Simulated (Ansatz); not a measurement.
# HAlSi, triplet: stretch scan

Starting geometry (PBE0/def2-TZVP stationary point for this spin, not checked as a minimum):

```xyz
3

Si    0.0000    0.0000    2.0886
Al    0.0000    0.0000   -0.2449
H     0.0000    0.0000   -1.8437
```

From there Al2, H3 move together along the line of the two atoms named below, all else staying in place; atoms are numbered as listed. Energies are in kJ/mol, counted from the starting geometry at the same level. Kohn–Sham curves are unrestricted where that lies lower.

Basis 6-31G; Ansatz 0.2.0. Correlated methods freeze the noble-gas cores.

In so small a basis the reference is far from its limit while semilocal and hybrid functionals are nearer theirs (RPA and double hybrids share much of the reference's basis error), so the functionals' errors here hold much of the reference's basis and frozen-core error, which can add to them or hide them.

Full CI is exact within this basis and frozen core; it isn't the basis-set limit.

```
distance Si1-Al2 (Å)  full CI  SPW92    PBE  r2SCAN   PBE0  B3LYP  BHLYP  wB97M-V  B2PLYP  RPA-PBE
               1.890    255.2  222.9  235.2   231.0  227.9  231.1  224.9    221.1   236.8    255.6
               2.106     68.3   54.3   59.5    56.7   55.5   57.8   54.3     52.6    60.0     70.2
               2.333      0.0    0.0    0.0     0.0    0.0    0.0    0.0      0.0     0.0      0.0
               2.557     -5.1    5.9    2.1     5.2    5.6    2.5    4.9      6.3     1.7     -7.6
               2.847     23.2   48.0   40.1    46.1   45.7   38.0   39.7     42.8    37.7     18.4
               3.233     67.5  113.7  100.6   107.9  103.3   90.1   84.4     90.7    87.2     63.1
               3.724    101.4  177.4  157.1   162.9  151.4  133.2  118.6    128.1   123.8     98.6
               4.372    119.2  221.1  193.3   195.9  180.4  158.6  139.0    150.5   144.6    107.5
               5.052    126.1  239.4  207.5   209.2  191.8  168.4  147.0    159.4   152.7    105.8
               6.404    130.3  249.3  215.2   216.1  197.5  173.1  151.1    164.5   156.8    101.3
               7.962    131.3  250.9  216.6   217.3  198.7  173.9  152.0    165.7   157.7     99.6
```

Judged by the spread of the error over the points with a reference (largest less smallest), which of these follows full CI best and which worst?

Subtracting the full CI column from each: best RPA-PBE (errors from -31.7 to 1.9, spread 33.6 kJ/mol), worst SPW92 (from -32.3 to 119.6, spread 152.0 kJ/mol). Functionals and wave-function methods converge differently with the basis, so part of this is basis effect.

r2SCAN at 7.962 Å lies 86.0 kJ/mol (65 %) above the reference in this basis. B3LYP at 7.962 Å lies 42.6 kJ/mol (32 %) above the reference in this basis. PBE at 7.962 Å lies 85.3 kJ/mol (65 %) above the reference in this basis. BHLYP at 7.962 Å lies 20.7 kJ/mol (16 %) above the reference in this basis.
